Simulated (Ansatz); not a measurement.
**Volume per atom of some hcp solids**

Method: LDA in Ansatz (PAW). References are measured values corrected to a static lattice. The table is a random draw of 8 from 13 solids with such references.

Values in Å³/atom.

```json
[
 {"solid": "hcp Zr", "reference": "23.18¶", "LDA": "21.78", "error (%)": "-6.0"},
 {"solid": "hcp Ti", "reference": "17.50¶", "LDA": "16.11", "error (%)": "-7.9"},
 {"solid": "hcp Co", "reference": "10.96¶", "LDA": "10.01", "error (%)": "-8.7"},
 {"solid": "hcp Tl", "reference": "27.99¶", "LDA": "27.29", "error (%)": "-2.5"},
 {"solid": "hcp Mg", "reference": "22.65¶", "LDA": "21.61", "error (%)": "-4.6"},
 {"solid": "hcp Y", "reference": "32.95¶", "LDA": "29.93", "error (%)": "-9.2"},
 {"solid": "hcp Hf", "reference": "22.30¶", "LDA": "20.83", "error (%)": "-6.6"},
 {"solid": "hcp Re", "reference": "14.62¶", "LDA": "14.33", "error (%)": "-2.0"}
]
```

Over these 8 solids the mean error is -5.9 %, the mean absolute error 5.9 % (median 6.3 %), and the worst case hcp Y at -9.2 %; the value is below the reference in 8 of 8 cases. Over all 13, from unrounded values, the mean error is -5.6 % and the mean absolute error 5.6 % (median 6.0 %).

All these references are brought to a static lattice.

Spin–orbit coupling is left out, also for the solids with elements from indium on (hcp Tl, hcp Hf, hcp Re); its size isn't shown.

¶ marks references of a special kind: hcp Zr, 23.18 Å³/atom (measured, copied from a table, unchecked, extrapolated to 0 K and zero-point effects removed; as tabulated in Lejaeghere et al. (2013), arXiv:1204.2733); hcp Ti, 17.50 Å³/atom (measured, copied from a table, unchecked, extrapolated to 0 K and zero-point effects removed; as tabulated in Lejaeghere et al. (2013), arXiv:1204.2733); hcp Co, 10.96 Å³/atom (measured, copied from a table, unchecked, extrapolated to 0 K and zero-point effects removed; as tabulated in Lejaeghere et al. (2013), arXiv:1204.2733); hcp Tl, 27.99 Å³/atom (measured, copied from a table, unchecked, extrapolated to 0 K and zero-point effects removed; as tabulated in Lejaeghere et al. (2013), arXiv:1204.2733); hcp Mg, 22.65 Å³/atom (measured, copied from a table, unchecked, extrapolated to 0 K and zero-point effects removed; as tabulated in Lejaeghere et al. (2013), arXiv:1204.2733); hcp Y, 32.95 Å³/atom (measured, copied from a table, unchecked, extrapolated to 0 K and zero-point effects removed; as tabulated in Lejaeghere et al. (2013), arXiv:1204.2733); hcp Hf, 22.30 Å³/atom (measured, copied from a table, unchecked, extrapolated to 0 K and zero-point effects removed; as tabulated in Lejaeghere et al. (2013), arXiv:1204.2733); hcp Re, 14.62 Å³/atom (measured, copied from a table, unchecked, extrapolated to 0 K and zero-point effects removed; as tabulated in Lejaeghere et al. (2013), arXiv:1204.2733).

Differences are worked out from the printed values.

Ansatz's density-functional and Hartree–Fock values are scalar-relativistic unless marked +SOC, with PAW data made under PBE.

Ansatz's runs of these crystals have no spin polarisation, but for hcp Co.

Density-functional runs with spin start from parallel moments for hcp Co.

Not in this set, of the hcp solids with a reference value in our tables and a result at some level: 1 for a reference at room or unstated temperature. These can be a level's best or worst cases. Solids without a released value at any level aren't counted. Cubic solids are told by their lattice constant and aren't counted here. Layered and molecular crystals are counted apart. The metals Ce to Yb are counted apart.

References as tabulated in Lejaeghere et al. (2013), arXiv:1204.2733.

Ansatz is a program for electronic structure.
